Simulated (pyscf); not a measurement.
HN=SiH–OH (SMILES N=[SiH]O) -> HN=Si: (SMILES N=[Si]) [singlet] + H₂O (SMILES O), a 1,1-elimination (singlet surface; O–Si, H–Si broken, H–O formed). PySCF, gas phase, ωB97X-D3(BJ)/def2-SVP geometries. Correlated levels are frozen-core, on RHF or UHF. ΔMP2 is the change of the MP2 total energy from the triple- to the quadruple-zeta basis. Energies in kcal/mol from the reactant's lowest minimum found.

Small-basis levels: PySCF, no dispersion term, spherical d functions. 

Q: In single points MP2/6-31G* puts the saddle at 70.5 kcal/mol and the reaction energy at +23.0 kcal/mol. Should these be trusted to within a few kcal/mol? Compare with CCSD(T)/def2-TZVPP + ΔMP2(QZVPP).

A: CCSD(T)/def2-TZVPP + ΔMP2(QZVPP) gives ΔE‡ = 69.9 kcal/mol and ΔE = +26.3 kcal/mol. MP2/6-31G* lies 0.5 kcal/mol over it in the barrier and 3.3 kcal/mol under it in the reaction energy, so on this step it does not hold to within 3.0 kcal/mol. CCSD(T)/def2-TZVPP + ΔMP2(QZVPP) has limits of its own. On the product side the descent ends in a complex, 4.6 kcal/mol under the separated species and 44.4 kcal/mol under the saddle at ωB97X-D3(BJ)/def2-TZVP. The products may also form a dative adduct at HN=Si: [singlet]; it and routes through it were not searched. At ωB97X-D3(BJ) the barrier from the zero used here is 72.7 kcal/mol. HN=SiH–OH lies 15.3 kcal/mol over its isomer H₂N–SiH=O (electronic energy, ωB97M-D3(BJ)). One saddle was located; it need not be the lowest between these sides. The CCSD(T) − MP2 part came from Ansatz, without density fitting, on the same reference.
